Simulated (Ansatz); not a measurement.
Barrier height from F + H2 to the transition structure FH2, without zero-point energy, on the benchmark's geometries as Psi4's copy of the set gives them.
Transition structure (charge 0, multiplicity 2):
```xyz
3

H      0.1466    -1.1284     0.0000
F      0.0000     0.3304     0.0000
H     -0.1466    -1.8454     0.0000
```
Reactant (charge 0, multiplicity 1):
```xyz
2

H      0.000     0.000     0.000
H      0.742     0.000     0.000
```

Open shells are unrestricted; no spin–orbit coupling.

Frozen-core correlation.

Programs: Ansatz (an electronic-structure program) with Gaussian orbitals. Values without a source in brackets are computed.

Problem. One of these levels gives 4.53 kcal/mol for the barrier height. Which one is it?
A) MP2/aug-cc-pVQZ
B) HF/aug-cc-pVDZ
C) PBE0/def2-TZVPPD
D) r2SCAN/def2-TZVPPD

Solution. A, MP2/aug-cc-pVQZ. The others give 12.65 (HF/aug-cc-pVDZ), -6.99 (r2SCAN/def2-TZVPPD), -4.51 (PBE0/def2-TZVPPD)
